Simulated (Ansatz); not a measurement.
# CHAlN+ (triplet): the correlation ladder, def2-QZVPP

One table from this session's results is given with a row withheld; the runs are named, their logs left out.

Method: def2-QZVPP, core rule «outside noble gas», up to 7 orbitals frozen; program: Ansatz 0.2.0, Gaussian basis.

To be run: UHF; ROHF; CCSD(T) on UHF.

## The geometry

The geometry is a PBE0/def2-TZVP stationary point (not a proven minimum) of the parent state, kept for this charge and spin.

4 atoms, charge 1, spin multiplicity 3.

Atoms are counted from 1 here; the program's logs count them from 0.

Bond lengths: Al1–N2 1.818 Å, Al1–H4 1.595 Å, N2–C3 1.194 Å. Angles: N2–Al1–H4 111.0°, Al1–N2–C3 170.0°.

Set-up of the first run:

The input, in.yaml:

```yaml
crystal:
  periodic: [false, false, false]
  atoms:
    - {symbol: Al, position_ang: [0.000000, -0.111786, 1.121424]}
    - {symbol: N, position_ang: [0.000000, 0.097969, -0.684708]}
    - {symbol: C, position_ang: [0.000000, 0.027668, -1.876852]}
    - {symbol: H, position_ang: [0.000000, 1.301302, 1.860276]}
basis:
  gaussian: {orbitals: "def2-QZVPP.json"}
total_charge: 1
magnetization: {spin_polarized: true, initial_magnetization: 2}
hamiltonian: {xc: hf}
output: {orbitals: {seedname: orbitals}}
```

On the command line:

```sh
ansatz run in.yaml --threads 1 --pin off --events-out ev --progress --plain --max-ram 2393MiB
```

Among the steps run: UHF; ROHF; CCSD(T) on UHF.

One table of the session follows, with a row left open; its other results are not shown here.

```
  method  from UCCSD(T) (meV)
    ROHF             +11224.0
     UHF             +10602.9
    UMP2              +1655.4
   UCCSD                    ?
UCCSD(T)                    0
```

Estimate the missing values for UCCSD.

The run gave: from UCCSD(T) (meV): +544.2. In the column «from UCCSD(T) (meV)» it lies between UCCSD(T) (0) and UMP2 (+1655.4).
